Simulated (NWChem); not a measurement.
All runs are NWChem calculations. System: Si, charge 0, spin multiplicity 3. Its SCF solution wasn't tested for a lower state. Level: UHF/def2-TZVPD.

Job file:

```
start mol
memory heap 200 mb stack 900 mb global 1100 mb
geometry units angstroms nocenter noautoz
  Si     0.000000     0.000000     0.000000
  symmetry group D2h
end
basis spherical
  * library def2-tzvpd
end
scf
  uhf
  nopen 2
  maxiter 100
  thresh 1e-7
  semidirect memsize 60000000 filesize 0
  # guess.movecs holds the orbitals of an unrestricted PBE0 run
  vectors input guess.movecs output mol.movecs
end
task scf energy
```

NWChem printed:

```
             Northwest Computational Chemistry Package (NWChem) 7.3.0
             --------------------------------------------------------

                                NWChem Input Module
                                -------------------

 Scaling coordinates for geometry "geometry" by  1.889725989
 (inverse scale =  0.529177249)

                             Geometry "geometry" -> ""
                             -------------------------

 Output coordinates in angstroms (scale by  1.889725989 to convert to a.u.)

  No.       Tag          Charge          X              Y              Z
 ---- ---------------- ---------- -------------- -------------- --------------
    1 Si                  14.0000     0.00000000     0.00000000     0.00000000

 Effective nuclear repulsion energy (a.u.)       0.0000000000

            Nuclear Dipole moment (a.u.)
            ----------------------------
        X                 Y               Z
 ---------------- ---------------- ----------------
     0.0000000000     0.0000000000     0.0000000000

      Symmetry information
      --------------------

 Group name             D2h
 Group number             26
 Group order               8
 No. of unique centers     1

      Symmetry unique atoms

     1


 Summary of "ao basis" -> "" (spherical)
 ------------------------------------------------------------------------------
       Tag                 Description            Shells   Functions and Types
 ---------------- ------------------------------  ------  ---------------------
 *                         def2-tzvpd                 on all atoms

 Summary of "ao basis" -> "ao basis" (spherical)
 ------------------------------------------------------------------------------
       Tag                 Description            Shells   Functions and Types
 ---------------- ------------------------------  ------  ---------------------
 Si                        def2-tzvpd               15       43   6s5p3d1f

                                 NWChem SCF Module
                                 -----------------

  ao basis        = "ao basis"
  functions       =    43
  atoms           =     1
  alpha electrons =     8
  beta  electrons =     6
  charge          =   0.00
  wavefunction    = UHF
  use symmetry    = T
  symmetry adapt  = T

 Summary of "ao basis" -> "ao basis" (spherical)
 ------------------------------------------------------------------------------
       Tag                 Description            Shells   Functions and Types
 ---------------- ------------------------------  ------  ---------------------
 Si                        def2-tzvpd               15       43   6s5p3d1f

      Symmetry analysis of basis
      --------------------------

        ag         12
        au          1
        b1g         3
        b1u         7
        b2g         3
        b2u         7
        b3g         3
        b3u         7

 Forming initial guess at       0.0s

   Symmetry analysis of molecular orbitals - initial alpha
   -------------------------------------------------------

  Numbering of irreducible representations:

     1 ag          2 au          3 b1g         4 b1u         5 b2g
     6 b2u         7 b3g         8 b3u

  Orbital symmetries:

     1 ag          2 ag          3 b2u         4 b1u         5 b3u
     6 ag          7 b3u         8 b1u         9 b2u        10 ag
    11 ag         12 b2g        13 b1g        14 b3g        15 ag
    16 b3u        17 b1u        18 b2u

   Symmetry analysis of molecular orbitals - initial beta
[...]
 Vector    8  Occ=1.000000D+00  E=-3.011240D-01  Symmetry=b1u
              MO Center=  8.1D-20, -5.6D-31, -2.7D-17, r^2= 2.5D+00
   Bfn.  Coefficient  Atom+Function         Bfn.  Coefficient  Atom+Function
  ----- ------------  ---------------      ----- ------------  ---------------
    18      0.552752  1 Si pz                21      0.431464  1 Si pz
    15      0.164914  1 Si pz                 9     -0.161739  1 Si pz

 Vector    9  Occ=0.000000D+00  E=-3.348348D-03  Symmetry=b2u
              MO Center= -5.5D-35, -7.9D-20, -5.5D-35, r^2= 3.4D+00
   Bfn.  Coefficient  Atom+Function         Bfn.  Coefficient  Atom+Function
  ----- ------------  ---------------      ----- ------------  ---------------
    20      0.686909  1 Si py                17      0.314737  1 Si py

 Vector   10  Occ=0.000000D+00  E= 7.636129D-02  Symmetry=ag
              MO Center= -3.0D-19, -6.1D-32, -2.2D-18, r^2= 1.1D+01
   Bfn.  Coefficient  Atom+Function         Bfn.  Coefficient  Atom+Function
  ----- ------------  ---------------      ----- ------------  ---------------
     6      2.081437  1 Si s                  5     -1.654741  1 Si s

 Vector   11  Occ=0.000000D+00  E= 1.472293D-01  Symmetry=ag
              MO Center=  2.0D-17,  1.6D-17,  1.7D-17, r^2= 8.7D+00
   Bfn.  Coefficient  Atom+Function         Bfn.  Coefficient  Atom+Function
  ----- ------------  ---------------      ----- ------------  ---------------
    34      0.854802  1 Si d  0              36     -0.493520  1 Si d  2

                     UHF Final Beta Molecular Orbital Analysis
                     -----------------------------------------

 Vector    4  Occ=1.000000D+00  E=-4.239222D+00  Symmetry=b1u
              MO Center= -1.8D-19,  1.3D-25, -4.5D-19, r^2= 1.0D-01
   Bfn.  Coefficient  Atom+Function         Bfn.  Coefficient  Atom+Function
  ----- ------------  ---------------      ----- ------------  ---------------
     9      0.713473  1 Si pz                12      0.353802  1 Si pz

 Vector    5  Occ=1.000000D+00  E=-4.239222D+00  Symmetry=b3u
              MO Center= -2.1D-38,  5.9D-40,  1.6D-40, r^2= 1.0D-01
   Bfn.  Coefficient  Atom+Function         Bfn.  Coefficient  Atom+Function
  ----- ------------  ---------------      ----- ------------  ---------------
     7      0.713473  1 Si px                10      0.353802  1 Si px

 Vector    6  Occ=1.000000D+00  E=-4.623900D-01  Symmetry=ag
              MO Center=  9.8D-35, -1.1D-20, -2.9D-21, r^2= 1.6D+00
   Bfn.  Coefficient  Atom+Function         Bfn.  Coefficient  Atom+Function
  ----- ------------  ---------------      ----- ------------  ---------------
     4      0.701308  1 Si s                  5      0.440980  1 Si s
     3     -0.408703  1 Si s

 Vector    7  Occ=0.000000D+00  E= 1.655095D-02  Symmetry=b2u
              MO Center=  1.2D-18,  7.9D-19,  2.6D-19, r^2= 3.6D+00
   Bfn.  Coefficient  Atom+Function         Bfn.  Coefficient  Atom+Function
  ----- ------------  ---------------      ----- ------------  ---------------
    20      0.718974  1 Si py                17      0.275259  1 Si py

 Vector    8  Occ=0.000000D+00  E= 6.085576D-02  Symmetry=b1u
              MO Center= -9.5D-32,  2.4D-36, -2.3D-33, r^2= 3.9D+00
   Bfn.  Coefficient  Atom+Function         Bfn.  Coefficient  Atom+Function
  ----- ------------  ---------------      ----- ------------  ---------------
    21      0.801833  1 Si pz                18      0.176250  1 Si pz
    15      0.159202  1 Si pz

 Vector    9  Occ=0.000000D+00  E= 6.085576D-02  Symmetry=b3u
              MO Center= -6.3D-19,  2.2D-28,  6.9D-18, r^2= 3.9D+00
   Bfn.  Coefficient  Atom+Function         Bfn.  Coefficient  Atom+Function
  ----- ------------  ---------------      ----- ------------  ---------------
    19      0.801833  1 Si px                16      0.176250  1 Si px
    13      0.159202  1 Si px

 center of mass
 --------------
 x =   0.00000000 y =   0.00000000 z =   0.00000000

 moments of inertia (a.u.)
 ------------------
           0.000000000000           0.000000000000           0.000000000000
           0.000000000000           0.000000000000           0.000000000000
           0.000000000000           0.000000000000           0.000000000000

  Mulliken analysis of the total density
  --------------------------------------

    Atom       Charge   Shell Charges
 -----------   ------   -------------------------------------------------------
    1 Si  14    14.00   2.00  0.59  1.37  1.17  0.84  0.01  4.10  1.74  0.38  1.03  0.75  0.00  0.00  0.00  0.00

  Mulliken analysis of the alpha density
  --------------------------------------

    Atom       Charge   Shell Charges
 -----------   ------   -------------------------------------------------------
    1 Si  14     8.00   1.00  0.30  0.69  0.58  0.44 -0.01  2.07  0.85  0.29  1.03  0.74  0.00  0.00  0.00  0.00

   Mulliken analysis of the beta density
   -------------------------------------

    Atom       Charge   Shell Charges
 -----------   ------   -------------------------------------------------------
    1 Si  14     6.00   1.00  0.30  0.69  0.59  0.40  0.02  2.03  0.89  0.09 -0.00  0.00  0.00  0.00  0.00  0.00

   Mulliken analysis of the spin density
   -------------------------------------

    Atom       Charge   Shell Charges
 -----------   ------   -------------------------------------------------------
    1 Si  14     2.00   0.00  0.00 -0.00 -0.01  0.04 -0.02  0.05 -0.03  0.20  1.04  0.74 -0.00  0.00  0.00  0.00

       Multipole analysis of the density wrt the origin
       ------------------------------------------------

     L   x y z        total         alpha         beta         nuclear
     -   - - -        -----         -----         ----         -------
     0   0 0 0     -0.000000     -8.000000     -6.000000     14.000000

     1   1 0 0     -0.000000     -0.000000      0.000000      0.000000
     1   0 1 0      0.000000      0.000000     -0.000000      0.000000
     1   0 0 1      0.000000      0.000000      0.000000      0.000000

     2   2 0 0    -11.888351     -9.612538     -2.275813      0.000000
     2   1 1 0     -0.000000     -0.000000     -0.000000      0.000000
     2   1 0 1      0.000000      0.000000     -0.000000      0.000000
     2   0 2 0     -8.306813     -5.665177     -2.641636      0.000000
     2   0 1 1     -0.000000     -0.000000      0.000000      0.000000
     2   0 0 2    -11.888351     -9.612538     -2.275813      0.000000

 Task  times  cpu:        0.3s     wall:        0.3s

 Total times  cpu:        0.3s     wall:        0.3s
```
